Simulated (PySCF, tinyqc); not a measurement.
CISD on RHF in the sto-6g basis, frozen core, for HF, spin multiplicity 1, step by step. The lowest restricted solution is unstable here: a spin-polarised one lies 0.0406 hartree lower (PySCF). Computed by tinyqc, a small Python program that keeps every step (integrals from PySCF). Settings: charge = 0, multiplicity = 1, basis = sto-6g, method = RHF, frozen orbitals = 1, energy threshold = 1e-10, iteration cap = 71, orthogonalisation = symmetric, start = atomic densities, DIIS depth = 6, ci = CISD, davidson = 1. Command: `OMP_NUM_THREADS=1 python tinyqc.py 29729 29730 out.jsonl` (the two numbers bound the seeds that draw the settings). One thread of a shared host (Intel(R) Xeon(R) Processor @ 2.60GHz), about 0.1 s of CPU time with the checks. The early iterations of the SCF are left out here.

## One-electron integrals

Geometry (angstrom):
```
atom        x        y        z
F     0.00000  0.00000  0.00000
H     0.00000  0.00000  1.43600
```

Basis sto-6g: exponents (1/bohr^2) and contraction coefficients of normalised primitives:
```
element  l (shell)    exponent  coefficient
F            s (1)  1728.62657      0.00916
F            s (1)   316.94179      0.04936
F            s (1)    88.66889      0.16854
F            s (1)    30.46016      0.37056
F            s (1)    11.82857      0.41649
F            s (1)     4.87166      0.13033
F            s (2)    67.03228     -0.01325
F            s (2)    13.26744     -0.04699
F            s (2)     4.12351     -0.03379
F            s (2)     1.58646      0.25024
F            s (2)     0.68900      0.59512
F            s (2)     0.31582      0.24071
F            p (3)    67.03228      0.00376
F            p (3)    13.26744      0.03768
F            p (3)     4.12351      0.17390
F            p (3)     1.58646      0.41804
F            p (3)     0.68900      0.42586
F            p (3)     0.31582      0.10171
H            s (1)    35.52322      0.00916
H            s (1)     6.51314      0.04936
H            s (1)     1.82214      0.16854
H            s (1)     0.62596      0.37056
H            s (1)     0.24308      0.41649
H            s (1)     0.10011      0.13033
```

Overlap, kinetic and nuclear-attraction integrals over the contracted functions; the nuclear repulsion is the sum of Za Zb / Rab.

nuclear repulsion = 3.3165703 hartree

overlap S, order 1F 1s, 1F 2s, 1F 2px, 1F 2py, 1F 2pz, 2H 1s:
```
[[1.00000, 0.23248, 0.00000, 0.00000, 0.00000, 0.01521],
 [0.23248, 1.00000, 0.00000, 0.00000, 0.00000, 0.18825],
 [0.00000, 0.00000, 1.00000, 0.00000, 0.00000, 0.00000],
 [0.00000, 0.00000, 0.00000, 1.00000, 0.00000, 0.00000],
 [0.00000, 0.00000, 0.00000, 0.00000, 1.00000, 0.17034],
 [0.01521, 0.18825, 0.00000, 0.00000, 0.17034, 1.00000]]
```

kinetic energy T (hartree), order 1F 1s, 1F 2s, 1F 2px, 1F 2py, 1F 2pz, 2H 1s:
```
[[37.39773, -1.14335, 0.00000, 0.00000, 0.00000, -0.00460],
 [-1.14335, 1.08230, 0.00000, 0.00000, 0.00000, -0.00898],
 [0.00000, 0.00000, 3.25133, 0.00000, 0.00000, 0.00000],
 [0.00000, 0.00000, 0.00000, 3.25133, 0.00000, 0.00000],
 [0.00000, 0.00000, 0.00000, 0.00000, 3.25133, 0.03161],
 [-0.00460, -0.00898, 0.00000, 0.00000, 0.03161, 0.76852]]
```

nuclear attraction V (hartree), order 1F 1s, 1F 2s, 1F 2px, 1F 2py, 1F 2pz, 2H 1s:
```
[[-78.19096, -7.95138, 0.00000, 0.00000, -0.00649, -0.59430],
 [-7.95138, -11.84388, 0.00000, 0.00000, -0.07676, -1.50806],
 [0.00000, 0.00000, -11.83189, 0.00000, 0.00000, 0.00000],
 [0.00000, 0.00000, 0.00000, -11.83189, 0.00000, 0.00000],
 [-0.00649, -0.07676, 0.00000, 0.00000, -11.86633, -1.16439],
 [-0.59430, -1.50806, 0.00000, 0.00000, -1.16439, -4.53883]]
```

core Hamiltonian H = T + V (hartree), order 1F 1s, 1F 2s, 1F 2px, 1F 2py, 1F 2pz, 2H 1s:
```
[[-40.79323, -9.09473, 0.00000, 0.00000, -0.00649, -0.59890],
 [-9.09473, -10.76158, 0.00000, 0.00000, -0.07676, -1.51703],
 [0.00000, 0.00000, -8.58057, 0.00000, 0.00000, 0.00000],
 [0.00000, 0.00000, 0.00000, -8.58057, 0.00000, 0.00000],
 [-0.00649, -0.07676, 0.00000, 0.00000, -8.61501, -1.13278],
 [-0.59890, -1.51703, 0.00000, 0.00000, -1.13278, -3.77031]]
```

## Two-electron integrals

Functions are numbered as in S; the eight-fold symmetry (ij|kl) = (ji|kl) = (kl|ij) leaves the list below.

Two-electron integrals (ij|kl) in chemists' order, unique and non-zero (hartree):
```
(11|11) 5.40624   (21|11) 0.76813   (21|21) 0.13891   (22|11) 1.26627
(22|21) 0.28399   (22|22) 0.92637   (31|31) 0.02945   (32|31) 0.04468
(32|32) 0.20475   (33|11) 1.26627   (33|21) 0.28399   (33|22) 0.92637
(33|33) 0.99808   (41|41) 0.02945   (42|41) 0.04468   (42|42) 0.20475
(43|43) 0.05379   (44|11) 1.26627   (44|21) 0.28399   (44|22) 0.92637
(44|33) 0.89051   (44|44) 0.99808   (51|51) 0.02945   (52|51) 0.04468
(52|52) 0.20475   (53|53) 0.05379   (54|54) 0.05379   (55|11) 1.26627
(55|21) 0.28399   (55|22) 0.92637   (55|33) 0.89051   (55|44) 0.89051
(55|55) 0.99808   (61|11) 0.05337   (61|21) 0.00926   (61|22) 0.01856
(61|33) 0.01853   (61|44) 0.01853   (61|51) 0.00040   (61|52) 0.00079
(61|55) 0.01862   (61|61) 0.00063   (62|11) 0.15471   (62|21) 0.03531
(62|22) 0.13102   (62|33) 0.12913   (62|44) 0.12913   (62|51) 0.00256
(62|52) 0.02039   (62|55) 0.13479   (62|61) 0.00236   (62|62) 0.02450
(63|31) 0.00365   (63|32) 0.02181   (63|53) 0.00414   (63|63) 0.00334
(64|41) 0.00365   (64|42) 0.02181   (64|54) 0.00414   (64|64) 0.00334
(65|11) 0.11471   (65|21) 0.02652   (65|22) 0.10501   (65|33) 0.10090
(65|44) 0.10090   (65|51) 0.00523   (65|52) 0.03641   (65|55) 0.11323
(65|61) 0.00184   (65|62) 0.02409   (65|65) 0.02670   (66|11) 0.36652
(66|21) 0.08516   (66|22) 0.36379   (66|33) 0.35441   (66|44) 0.35441
(66|51) 0.00623   (66|52) 0.07105   (66|55) 0.38256   (66|61) 0.00571
(66|62) 0.09545   (66|65) 0.10812   (66|66) 0.77500
```

## Orthogonalisation

S = U s U^T; symmetric (Loewdin) form X = U s^(-1/2) U^T, so that X^T S X = 1.

eigenvalues of S: [0.68602, 0.86902, 1.00000, 1.00000, 1.11587, 1.32909]

X, order 1F 1s, 1F 2s, 1F 2px, 1F 2py, 1F 2pz, 2H 1s:
```
[[1.02133, -0.12205, 0.00000, 0.00000, -0.00150, 0.00973],
 [-0.12205, 1.03577, 0.00000, 0.00000, 0.01295, -0.10021],
 [0.00000, 0.00000, 1.00000, 0.00000, 0.00000, 0.00000],
 [0.00000, 0.00000, 0.00000, 1.00000, 0.00000, 0.00000],
 [-0.00150, 0.01295, 0.00000, 0.00000, 1.01143, -0.08882],
 [0.00973, -0.10021, 0.00000, 0.00000, -0.08882, 1.02560]]
```

## Iteration 7 (converged): orbitals

converged F (hartree), order 1F 1s, 1F 2s, 1F 2px, 1F 2py, 1F 2pz, 2H 1s:
```
[[-26.26674, -6.37264, 0.00000, 0.00000, -0.01094, -0.42257],
 [-6.37264, -2.88223, 0.00000, 0.00000, -0.00725, -0.44348],
 [0.00000, 0.00000, -0.47360, 0.00000, 0.00000, 0.00000],
 [0.00000, 0.00000, 0.00000, -0.47360, 0.00000, 0.00000],
 [-0.01094, -0.00725, 0.00000, 0.00000, -0.18576, -0.35107],
 [-0.42257, -0.44348, 0.00000, 0.00000, -0.35107, -0.20943]]
```

Diagonalise F' = X^T F X, C = X C', fill 5 alpha and 5 beta electrons from the bottom; D = 2 C_occ C_occ^T. Each column has its largest component positive (the first on a tie).

F' = X^T F X (hartree):
```
[[-25.86074, -3.16384, 0.00000, 0.00000, -0.02052, -0.02367],
 [-3.16384, -1.79183, 0.00000, 0.00000, 0.03870, -0.21956],
 [0.00000, 0.00000, -0.47360, 0.00000, 0.00000, 0.00000],
 [0.00000, 0.00000, 0.00000, -0.47360, 0.00000, 0.00000],
 [-0.02052, 0.03870, 0.00000, 0.00000, -0.12814, -0.33700],
 [-0.02367, -0.21956, 0.00000, 0.00000, -0.33700, -0.09419]]
```

orbital energies (hartree): [-26.26979, -1.41788, -0.47360, -0.47360, -0.43453, 0.24729]

coefficients C, order 1F 1s, 1F 2s, 1F 2px, 1F 2py, 1F 2pz, 2H 1s:
```
[[0.99727, -0.24736, 0.00000, 0.00000, 0.03313, 0.03569],
 [0.01155, 1.01270, 0.00000, 0.00000, -0.17901, -0.20047],
 [0.00000, 0.00000, -0.14728, 0.98910, 0.00000, 0.00000],
 [0.00000, 0.00000, 0.98910, 0.14728, 0.00000, 0.00000],
 [0.00061, 0.00970, 0.00000, 0.00000, 0.69014, -0.74475],
 [-0.00122, 0.06676, 0.00000, 0.00000, 0.62306, 0.82294]]
```

D after iteration 7, order 1F 1s, 1F 2s, 1F 2px, 1F 2py, 1F 2pz, 2H 1s:
```
[[2.11367, -0.48982, 0.00000, 0.00000, 0.04216, 0.00584],
 [-0.48982, 2.11548, 0.00000, 0.00000, -0.22743, -0.08788],
 [0.00000, 0.00000, 2.00000, 0.00000, 0.00000, 0.00000],
 [0.00000, 0.00000, 0.00000, 2.00000, 0.00000, 0.00000],
 [0.04216, -0.22743, 0.00000, 0.00000, 0.95277, 0.86128],
 [0.00584, -0.08788, 0.00000, 0.00000, 0.86128, 0.78531]]
```

Within a degenerate level the vectors are fixed only up to a rotation; this is one choice.

## Convergence

Stop when the energy changes by less than 1e-10 hartree and every element of the error matrix X^T (F D S - S D F) X is below 3e-06.

Course of the cycle:
```
iteration  E (hartree)     change  largest element of the error matrix
1          -99.9413445          -                             4.88e-01
2          -99.2640817   6.77e-01                             3.57e-01
3          -99.3655017  -1.01e-01                             4.73e-02
4          -99.3669648  -1.46e-03                             1.89e-03
5          -99.3669677  -2.95e-06                             1.62e-04
6          -99.3669677  -1.59e-08                             1.27e-05
7          -99.3669677  -9.71e-11                             3.19e-08
```

PySCF RHF in the same basis = -99.3669677 hartree

Converged in 7 iterations.

## Integrals over molecular orbitals

(pq|rs) = sum C_ip C_jq C_kr C_ls (ij|kl), one index at a time.

one-electron integrals over orbitals h = C^T H C (hartree):
```
[[-40.78044, 0.73884, 0.00000, 0.00000, -0.09434, -0.10730],
 [0.73884, -9.18211, 0.00000, 0.00000, 0.40333, 0.60091],
 [0.00000, 0.00000, -8.58057, 0.00000, 0.00000, 0.00000],
 [0.00000, 0.00000, 0.00000, -8.58057, 0.00000, 0.00000],
 [-0.09434, 0.40333, 0.00000, 0.00000, -6.49046, 2.44487],
 [-0.10730, 0.60091, 0.00000, 0.00000, 2.44487, -5.85472]]
```

Two-electron integrals over orbitals (pq|rs), unique and non-zero (hartree); the lowest 1 orbital is frozen and left out:
```
(22|22) 0.88672    (32|32) 0.19226    (33|22) 0.90389    (33|33) 0.99808
(42|42) 0.19226    (43|43) 0.05379    (44|22) 0.90389    (44|33) 0.89051
(44|44) 0.99808    (52|22) -0.04350   (52|33) -0.05313   (52|44) -0.05313
(52|52) 0.12251    (53|32) -0.02022   (53|53) 0.03183    (54|42) -0.02022
(54|54) 0.03183    (55|22) 0.66298    (55|33) 0.64816    (55|44) 0.64816
(55|52) -0.00627   (55|55) 0.64199    (62|22) -0.06372   (62|33) -0.06391
(62|44) -0.06391   (62|52) -0.08636   (62|55) -0.01975   (62|62) 0.09063
(63|32) -0.02123   (63|53) -0.02446   (63|63) 0.02767    (64|42) -0.02123
(64|54) -0.02446   (64|64) 0.02767    (65|22) -0.26827   (65|33) -0.26870
(65|44) -0.26870   (65|52) 0.06470    (65|55) -0.08557   (65|62) 0.02594
(65|65) 0.25620    (66|22) 0.61720    (66|33) 0.60352    (66|44) 0.60352
(66|52) 0.03514    (66|55) 0.62829    (66|62) -0.04454   (66|65) -0.02813
(66|66) 0.64905
```

## CISD: determinants and Hamiltonian

one-electron integrals dressed by the frozen orbital, h + 2 (pq|11) - (p1|1q) (hartree), order 2, 3, 4, 5, 6:
```
[[-6.73909, 0.00000, 0.00000, 0.22184, 0.38110],
 [0.00000, -6.07892, 0.00000, 0.00000, 0.00000],
 [0.00000, 0.00000, -6.07892, 0.00000, 0.00000],
 [0.22184, 0.00000, 0.00000, -4.80895, 1.56161],
 [0.38110, 0.00000, 0.00000, 1.56161, -4.25562]]
```

energy of the frozen orbital, 2 h_11 + (11|11) = -76.1780489 hartree

Hartree-Fock energy = -99.3669677 hartree

Slater-Condon rules over spin orbitals, with the nuclear repulsion and the energy of the frozen orbital added and E(HF) subtracted on the diagonal. Only determinants linked to the reference directly or through others are kept (one block of an abelian symmetry group), so some states are absent.

Occupation strings over the orbitals (2 doubly, a alpha, b beta, 0 empty; spin orbitals ordered 1a 1b 2a 2b ...): 222220 2222ab 2a222b 2222ba 2b222a 222202 2a22b2 222022 220222 2b22a2 202222

H - E(HF) between determinants (hartree), order 222220, 2222ab, 2a222b, 2222ba, 2b222a, 222202, 2a22b2, 222022, 220222, 2b22a2, 202222:
```
[[0.00000, 0.00000, 0.00000, 0.00000, 0.00000, 0.25620, -0.02594, 0.02767, 0.02767, 0.02594, 0.09063],
 [0.00000, 0.30973, -0.00921, -0.25620, -0.02594, 0.05744, 0.06470, 0.02446, 0.02446, -0.02479, 0.08636],
 [0.00000, -0.00921, 1.13859, -0.02594, -0.09063, -0.06470, -0.24014, 0.02123, 0.02123, 0.08636, 0.01918],
 [0.00000, -0.25620, -0.02594, 0.30973, -0.00921, -0.05744, -0.02479, -0.02446, -0.02446, 0.06470, -0.08636],
 [0.00000, -0.02594, -0.09063, -0.00921, 1.13859, 0.06470, 0.08636, -0.02123, -0.02123, -0.24014, -0.01918],
 [0.25620, 0.05744, -0.06470, -0.05744, 0.06470, 0.65391, 0.05062, 0.03183, 0.03183, -0.05062, 0.12251],
 [-0.02594, 0.06470, -0.24014, -0.02479, 0.08636, 0.05062, 1.51486, 0.02022, 0.02022, -0.12251, 0.08786],
 [0.02767, 0.02446, 0.02123, -0.02446, -0.02123, 0.03183, 0.02022, 0.73015, 0.05379, -0.02022, 0.19226],
 [0.02767, 0.02446, 0.02123, -0.02446, -0.02123, 0.03183, 0.02022, 0.05379, 0.73015, -0.02022, 0.19226],
 [0.02594, -0.02479, 0.08636, 0.06470, -0.24014, -0.05062, -0.12251, -0.02022, -0.02022, 1.51486, -0.08786],
 [0.09063, 0.08636, 0.01918, -0.08636, -0.01918, 0.12251, 0.08786, 0.19226, 0.19226, -0.08786, 2.57855]]
```

## CISD: roots

Diagonalise (each vector has its largest component positive (the first on a tie)); all determinants have Ms = 0, so triplets appear too. The lowest singlet root is the correlation energy.

lowest roots of this matrix, relative to E(HF) (hartree): [-0.09306, 0.05139, 0.52553, 0.67636, 0.69396, 0.78479, 0.98966, 1.06124]

lowest vectors, order 222220, 2222ab, 2a222b, 2222ba, 2b222a, 222202, 2a22b2, 222022, 220222, 2b22a2, 202222:
```
[[0.94262, 0.00000, -0.14286, 0.00000],
 [0.02947, 0.70652, 0.66161, 0.00000],
 [-0.01034, 0.02206, -0.06746, 0.00000],
 [-0.02947, 0.70652, -0.66161, 0.00000],
 [0.01034, 0.02206, 0.06746, 0.00000],
 [-0.32826, 0.00000, -0.29017, 0.00000],
 [0.02153, -0.01850, -0.06029, 0.00000],
 [-0.01606, 0.00000, -0.04024, 0.70711],
 [-0.01606, 0.00000, -0.04024, -0.70711],
 [-0.02153, -0.01850, 0.06029, 0.00000],
 [-0.01778, 0.00000, -0.01808, 0.00000]]
```

<S^2> of these roots: [0.00000, 2.00000, 0.00000, 0.00000, 0.00000, 0.00000, 2.00000, 0.00000]

weight of the ground state by excitation level 0, 1, 2, ...: [0.88853, 0.00195, 0.10951]

With one virtual orbital singles and doubles already span the full space. The reference has a weight of only 0.89: one determinant is a poor start here.

## The lowest root by the Davidson method

Start from the reference; add the residual divided by (theta - H_ii), orthogonalised, at each step.

Davidson iterations:
```
iteration  subspace  lowest Ritz value (hartree)  residual norm
1                 1                            0       2.77e-01
2                 2                   -0.0903277       6.31e-02
3                 3                   -0.0929827       9.32e-03
4                 4                   -0.0930535       1.66e-03
5                 5                   -0.0930556       2.40e-04
6                 6                   -0.0930556       3.23e-06
7                 7                   -0.0930556       3.74e-16
```
